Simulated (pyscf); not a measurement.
Single points on ωB97X-D3(BJ)/def2-SVP structures (PySCF, gas phase).

For the elementary gas-phase step NH₃ + H₂N–Al(NH₂)–OH -> H₂N–Al(NH₂)–NH₂ + H₂O (singlet surface; H–N, Al–O broken, Al–N, H–O formed), what barrier and reaction energy does ωB97M-D3(BJ)/def2-TZVP give, measured from the separated reactants?

ΔE‡ = 0.00 eV, ΔE = +0.57 eV. Zero-point energy shifts the barrier by +0.01 eV. It is a four-centre exchange, with an imaginary mode of 772i cm⁻¹. On the reactant side the descent ends in an adduct with a Al–N contact, 1.13 eV under the separated species and 1.09 eV under the saddle at ωB97X-D3(BJ)/def2-TZVP. On the product side the descent ends in an adduct with a Al–O contact, 0.70 eV under the separated species and 0.10 eV under the saddle at ωB97X-D3(BJ)/def2-TZVP. At ωB97M-D3(BJ) the saddle lies under the separated products, which points to a path from their complex (located at ωB97X-D3(BJ) alone), and parting the products costs more than the saddle. What is counted as formed (Al–N) is already present as a longer contact in the reactant adduct; forming that adduct is a step of its own. What is counted as broken (Al–O) persists as a longer contact in the product adduct; parting that adduct is a step of its own. One saddle was located; it need not be the lowest between these sides.
